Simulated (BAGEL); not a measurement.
**UHF/def2-SVPD (density fitting with qzvpp-jkfit) run of B2NH4 (SMILES B[N]B)**

What is the vertical electron affinity of B2NH4 at UHF/def2-SVPD (density fitting with qzvpp-jkfit)? 

The results are computed with BAGEL 1.2.2.

## 1. The structure to begin with

B2NH4 has 7 atoms, charge 0, and is taken as a doublet. As SMILES, `B[N]B`. The coordinates come from a PBE0-D4/def2-TZVP relaxation. This is one conformer, not always the lowest.

Bond lengths: B1–N2 1.364 Å, N2–B3 1.364 Å, B1–H4 1.203 Å, B1–H5 1.203 Å, B3–H6 1.203 Å, B3–H7 1.203 Å. Angles: B1–N2–B3 179.5°, N2–B1–H4 120.0°, N2–B1–H5 119.8°, N2–B3–H6 119.8°, N2–B3–H7 120.0°, H4–B1–H5 120.2°, H6–B3–H7 120.2°.

## 2. A single-point energy at UHF/def2-SVPD (density fitting with qzvpp-jkfit)

hf.json reads:

```json
{ "bagel" : [

{
  "title" : "molecule",
  "basis" : "def2-svpd.json",
  "df_basis" : "qzvpp-jkfit",
  "angstrom" : true,
  "geometry" : [
    { "atom" : "B", "xyz" : [   -1.116900,    0.208400,   -0.746200 ] },
    { "atom" : "N", "xyz" : [    0.009000,   -0.016800,   -0.009000 ] },
    { "atom" : "B", "xyz" : [    1.134500,   -0.230000,    0.732300 ] },
    { "atom" : "H", "xyz" : [   -1.409700,   -0.541000,   -1.640600 ] },
    { "atom" : "H", "xyz" : [   -1.814200,    1.157300,   -0.499400 ] },
    { "atom" : "H", "xyz" : [    1.422300,    0.533400,    1.616700 ] },
    { "atom" : "H", "xyz" : [    1.836300,   -1.179100,    0.500500 ] }
  ]
},
{
  "title" : "uhf",
  "nopen" : 1
},
{
  "title" : "print",
  "file" : "orbitals.molden",
  "orbitals" : true
}

]}
```

The basis set def2-SVPD is read from a file made from the Basis Set Exchange's data (not shown).

The run is started by

```bash
BAGEL_NUM_THREADS=1 BAGEL hf.json > hf.out
```

The log of the run:

```text
* using 1 threads per process

  ===============================================================
  ===============================================================

  *** Geometry ***

  { "atom" : "B", "xyz" : [     -2.110635,      0.393819,     -1.410114 ] },
  { "atom" : "N", "xyz" : [      0.017008,     -0.031747,     -0.017008 ] },
  { "atom" : "B", "xyz" : [      2.143894,     -0.434637,      1.383846 ] },
  { "atom" : "H", "xyz" : [     -2.663947,     -1.022342,     -3.100285 ] },
  { "atom" : "H", "xyz" : [     -3.428341,      2.186980,     -0.943729 ] },
  { "atom" : "H", "xyz" : [      2.687757,      1.007980,      3.055120 ] },
  { "atom" : "H", "xyz" : [      3.470104,     -2.228176,      0.945808 ] },

  Number of auxiliary basis functions:      299

  Since a DF basis is specified, we compute 2- and 3-index integrals:
    o Being stored without compression. Storage requirement is 0.020 GB

  Number of basis functions:       92
  Number of electrons      :       21

    * METHOD: MOLECULE                             0.09

  *** Open-shell HF ***

  === Nuclear Repulsion ===
    51.5036701533

      * DIIS with orbital gradients will be used.

  === UHF iteration (def2-svpd.json) ===
      0       -105.85524641          0.03736741           0.05
      1       -105.98169908          0.02933226           0.05
      2       -106.03551746          0.01673392           0.05
      3       -106.06832523          0.00287354           0.04
      4       -106.07224679          0.00077619           0.04
      5       -106.07273786          0.00013226           0.05
      6       -106.07278603          0.00002526           0.05
      7       -106.07279678          0.00001097           0.04
      8       -106.07280102          0.00000533           0.05
      9       -106.07280225          0.00000175           0.05
     10       -106.07280228          0.00000081           0.04
     11       -106.07280229          0.00000046           0.04
     12       -106.07280230          0.00000013           0.06
     13       -106.07280230          0.00000004           0.04
     14       -106.07280230          0.00000002           0.05
     15       -106.07280230          0.00000001           0.05
    * SCF iteration converged.

    * S^2 (UHF) is 0.7697

    * Permanent dipole moment:
           (   -0.000242,     0.000467,     0.000651) a.u.

    * METHOD: UHF                                  0.82

    * METHOD: PRINT                                0.01

  ===============================================================
```

Run time: 1.3 s. Hardware: 1 thread of Intel Xeon Platinum 8488C (Sapphire Rapids), shared host; peak memory 0.08 GiB.

## 3. The singlet anion

input.json reads:

```json
{ "bagel" : [

{
  "title" : "molecule",
  "basis" : "def2-svpd.json",
  "df_basis" : "qzvpp-jkfit",
  "angstrom" : true,
  "geometry" : [
    { "atom" : "B", "xyz" : [   -1.116900,    0.208400,   -0.746200 ] },
    { "atom" : "N", "xyz" : [    0.009000,   -0.016800,   -0.009000 ] },
    { "atom" : "B", "xyz" : [    1.134500,   -0.230000,    0.732300 ] },
    { "atom" : "H", "xyz" : [   -1.409700,   -0.541000,   -1.640600 ] },
    { "atom" : "H", "xyz" : [   -1.814200,    1.157300,   -0.499400 ] },
    { "atom" : "H", "xyz" : [    1.422300,    0.533400,    1.616700 ] },
    { "atom" : "H", "xyz" : [    1.836300,   -1.179100,    0.500500 ] }
  ]
},
{
  "title" : "hf",
  "charge" : -1
},
{
  "title" : "print",
  "file" : "orbitals.molden",
  "orbitals" : true
}

]}
```

The basis set def2-SVPD is read from a file made from the Basis Set Exchange's data (not shown).

The run is started by

```bash
BAGEL_NUM_THREADS=1 BAGEL input.json > input.out
```

The log of the run:

```text
* using 1 threads per process

  ===============================================================
  ===============================================================

  *** Geometry ***

  { "atom" : "B", "xyz" : [     -2.110635,      0.393819,     -1.410114 ] },
  { "atom" : "N", "xyz" : [      0.017008,     -0.031747,     -0.017008 ] },
  { "atom" : "B", "xyz" : [      2.143894,     -0.434637,      1.383846 ] },
  { "atom" : "H", "xyz" : [     -2.663947,     -1.022342,     -3.100285 ] },
  { "atom" : "H", "xyz" : [     -3.428341,      2.186980,     -0.943729 ] },
  { "atom" : "H", "xyz" : [      2.687757,      1.007980,      3.055120 ] },
  { "atom" : "H", "xyz" : [      3.470104,     -2.228176,      0.945808 ] },

  Number of auxiliary basis functions:      299

  Since a DF basis is specified, we compute 2- and 3-index integrals:
    o Being stored without compression. Storage requirement is 0.020 GB

  Number of basis functions:       92
  Number of electrons      :       21

    * METHOD: MOLECULE                             0.10

  *** RHF ***

  === Nuclear Repulsion ===
    51.5036701533

      * DIIS with orbital gradients will be used.

  === RHF iteration (def2-svpd.json) ===
      0       -105.80282594          0.02469344           0.02
      1       -105.92524735          0.02128932           0.02
      2       -106.06591028          0.00184800           0.02
      3       -106.06764917          0.00024655           0.02
      4       -106.06769876          0.00008736           0.02
      5       -106.06770880          0.00002602           0.02
      6       -106.06770964          0.00000542           0.02
      7       -106.06770967          0.00000148           0.02
      8       -106.06770967          0.00000047           0.02
      9       -106.06770967          0.00000028           0.02
     10       -106.06770967          0.00000013           0.02
     11       -106.06770967          0.00000003           0.02
     12       -106.06770967          0.00000001           0.03
    * SCF iteration converged.

    * Permanent dipole moment:
           (    0.000137,    -0.000553,    -0.000108) a.u.

    * METHOD: HF                                   0.39

    * METHOD: PRINT                                0.01

  ===============================================================
```

Wall time 0.82 s (1 thread of Intel Xeon Platinum 8488C (Sapphire Rapids), shared host); peak memory 0.08 GiB.

## 4. Results

Level: UHF/def2-SVPD (density fitting with qzvpp-jkfit).

| quantity | value |
| --- | --- |
| doublet B2NH4: total energy | -106.07280 Eh |
| doublet B2NH4: dipole moment | 0.00 D |
| doublet B2NH4: ⟨S²⟩ | 0.770 |
| singlet anion: total energy | -106.06771 Eh |
| singlet anion: HOMO energy | -2.11 eV |
| singlet anion: LUMO energy | 6.17 eV |
| singlet anion: HOMO–LUMO gap (to an unbound level, set by the basis) | 8.28 eV |
| vertical electron affinity (to the singlet anion) | -0.139 eV |

What this shows: The anion lies 0.14 eV (3.2 kcal/mol) above the neutral: the electron isn't bound at this level, and such a value depends on the basis. Hartree–Fock misses the correlation that binds many anions.
